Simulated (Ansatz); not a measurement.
# CH2FNS: vertical ionisation energy

One table from this session's results is given with a row withheld; the runs are named, their logs left out.

The runs use Ansatz 0.2.0, Gaussian basis; unrestricted cation, the program's frozen cores in correlated methods.

Levels to be run: UKS PBE-D4/def2-TZVPP; UKS r2SCAN-D4/def2-TZVPP; UKS PBE0-D4/def2-TZVPP; UKS B3LYP-D4/def2-TZVPP; UKS wB97X-V/def2-TZVPP; UKS wB97M-V/def2-TZVPP; UKS B2PLYP/def2-TZVPP; UHF-CCSD(T)/def2-TZVPP; UHF-MP2/def2-QZVPP; extrapolation to the limit; then −ε(HOMO) from the neutral's earlier runs with LDA (SPW92), PBE-D4, revPBE-D4, BLYP-D4, r2SCAN-D4, B97M-V, PBE0-D4, B3LYP-D4, r2SCANh-D4, r2SCAN0-D4, HSE06-D4, BHLYP-D4, CAM-B3LYP-D4, LC-ωPBE, ωB97X-V, ωB97M-V.

## Structure used throughout

The geometry comes from an earlier relaxation with PBE0-D4 in a triple-zeta def2 set; it is a stationary point.

SMILES `N=C(F)S`, 6 atoms, charge 0, spin multiplicity 1.

Atoms are counted from 1 here; the program's logs count them from 0.

Bond lengths: N1–C2 1.243 Å, N1–H5 1.013 Å, C2–F3 1.332 Å, C2–S4 1.764 Å, S4–H6 1.341 Å. Angles: C2–N1–H5 113.4°, N1–C2–F3 119.1°, N1–C2–S4 133.8°, F3–C2–S4 107.1°, C2–S4–H6 95.2°.

Coordinates:

```mol
CH2FNS
  3D, bonds by distance, orders not assigned

  6  5  0  0  0  0  0  0  0  0999 V2000
    0.9509   -0.1336   -0.8311 N   0  0
    0.2967   -0.4604    0.1745 C   0  0
    0.6906   -1.5133    0.8883 F   0  0
   -1.1483    0.1835    0.9539 S   0  0
    0.5761    0.6770   -1.3083 H   0  0
   -1.3239    1.1827    0.0766 H   0  0
  1  2  8  0
  2  3  8  0
  2  4  8  0
  1  5  8  0
  4  6  8  0
M  END
```

The first run:

The input, in.yaml:

```yaml
crystal:
  periodic: [false, false, false]
  atoms:
    - {symbol: N, position_ang: [0.950880, -0.133578, -0.831106]}
    - {symbol: C, position_ang: [0.296731, -0.460425, 0.174521]}
    - {symbol: F, position_ang: [0.690558, -1.513342, 0.888329]}
    - {symbol: S, position_ang: [-1.148279, 0.183524, 0.953882]}
    - {symbol: H, position_ang: [0.576125, 0.677030, -1.308308]}
    - {symbol: H, position_ang: [-1.323916, 1.182690, 0.076583]}
basis:
  gaussian: {orbitals: def2-TZVPP}
total_charge: 1
magnetization: {spin_polarized: true, initial_magnetization: 1}
hamiltonian: {xc: pbe, dispersion: d4}
```

Steps of the session up to this table: Cation, UKS PBE-D4/def2-TZVPP; Cation, UKS r2SCAN-D4/def2-TZVPP; Cation, UKS PBE0-D4/def2-TZVPP; Cation, UKS B3LYP-D4/def2-TZVPP; Cation, UKS wB97X-V/def2-TZVPP; Cation, UKS wB97M-V/def2-TZVPP; Cation, UKS B2PLYP (frozen core)/def2-TZVPP; Cation, UHF-CCSD(T)/def2-TZVPP; Cation, UHF-MP2/def2-QZVPP.

One table of the session follows, with a row left open; its other results are not shown here.

It belongs to the step «Ionisation energies side by side». For comparison, −ε(HOMO) of the neutral from earlier runs:

| functional | −ε(HOMO) (eV) |
| --- | --- |
| LDA (SPW92) | 6.90 |
| PBE-D4 | 6.73 |
| revPBE-D4 | 6.67 |
| BLYP-D4 | 6.58 |
| r2SCAN-D4 | 7.01 |
| B97M-V | 7.05 |
| PBE0-D4 | 7.98 |
| B3LYP-D4 | 7.74 |
| r2SCANh-D4 | 7.47 |
| r2SCAN0-D4 | 8.17 |
| HSE06-D4 | 7.58 |
| BHLYP-D4 | ? |
| CAM-B3LYP-D4 | 9.32 |
| LC-ωPBE | 10.72 |
| ωB97X-V | 10.32 |
| ωB97M-V | 10.16 |

**Question.** Estimate the row for BHLYP-D4.

Worked estimate for «−ε(HOMO) (eV)». Against the share of exact exchange, BLYP-D4 (0, 6.58), B3LYP-D4 (0.2, 7.74) give a slope of 5.80 per unit share; at 0.5 the line stands at 9.48.

As computed: −ε(HOMO) (eV): 9.09. In «−ε(HOMO) (eV)» the line misses by +0.39.

To keep in mind: The cation may have settled in a state other than its lowest; no search over hole states beyond the program's own was made.
